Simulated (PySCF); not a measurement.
# Dipole moment and polarisability of thiirane

Thiirane, C₂H₄S.
Geometry (GFN2-xTB, Å), atoms numbered from 1 in this order:
```xyz
7
C2H4S angstrom
C      0.7406   -0.0702   -0.0437
C     -0.7393   -0.0456   -0.0766
S     -0.0045    1.1258    1.0751
H      1.2360   -0.9022    0.4382
H      1.2867    0.3577   -0.8734
H     -1.2333    0.3993   -0.9299
H     -1.2830   -0.8598    0.3833
```

Level: wB97X-D/def2-SVPD (PySCF), static field, nuclei fixed, core orbitals frozen in the response. The polarisability tensor in these axes (au):

```
x   41.09 -0.08  0.05
y   -0.08 44.08  6.21
z    0.05  6.21 43.56
```

Task: Give the principal values, the mean and the anisotropy Δα = √{½[(α1 − α2)² + (α2 − α3)² + (α1 − α3)²]}.

Result: Principal values 37.59, 41.09 and 50.04 au; mean 42.91 au = 6.36 Å³ = 7.07 × 10⁻⁴⁰ C²·m²/J; Δα = 11.11 au (26 % of the mean).

Task: What is the dipole moment, and where does it point?

Result: (0.01, -1.43, -1.37) D, 1.98 D in size, pointing from the negative to the positive side. Measured along this direction, the outermost atoms are S3 at the negative end and H4, H6, H7 and H5 at the positive end.

Task: Traceless (Buckingham) quadrupole moment about the centre of nuclear charge: eigenvalues?

Result: -1.09, -1.03, 2.12 D·Å. The values depend on the origin, since the dipole doesn't vanish. The electronic extent ⟨r²⟩ about the same centre is 199 bohr², a root-mean-square distance of 1.32 Å for the 32 electrons.

Task: Form Σ f/ω² (atomic units) for the 8 lowest TDDFT singlets, given as eV and f, and set it beside the mean polarisability, which is this sum over all singlets: 4.95, 0.0000; 6.33, 0.0264; 6.71, 0.0283; 7.13, 0.0704; 7.35, 0.0000; 8.24, 0.0676; 8.28, 0.0001; 8.28, 0.0186.

Result: They add up to 2.92 au, 6.8 % of the 42.91 au; the largest single term is 1.03 au, from the state at 7.13 eV. Terms in order: 0.00, 0.49, 0.46, 1.03, 0.00, 0.74, 0.00, 0.20 au. Higher excitations give the rest. The strengths listed sum to 0.211.

Task: Refractivity n − 1 of an ideal gas of it at 400 K and 1 atm, from the electronic α?

Result: N = p/kT = 1.8347 × 10¹⁹ cm⁻³, so n − 1 = 2π × N × 6.36 × 10⁻²⁴ cm³ = 733 × 10⁻⁶ at long wavelengths.

Task: How large is μ²/3kT at 273 K beside α?

Result: In Gaussian units μ²/3kT = 34.54 Å³ against 6.36 Å³, a ratio of 5.43; the Debye molar polarisation (4π/3)N_A(α + μ²/3kT) is 103.2 cm³/mol, leaving out the vibrational part.

Geometry: GFN2-xTB; no solvent, vibrations or thermal averaging.
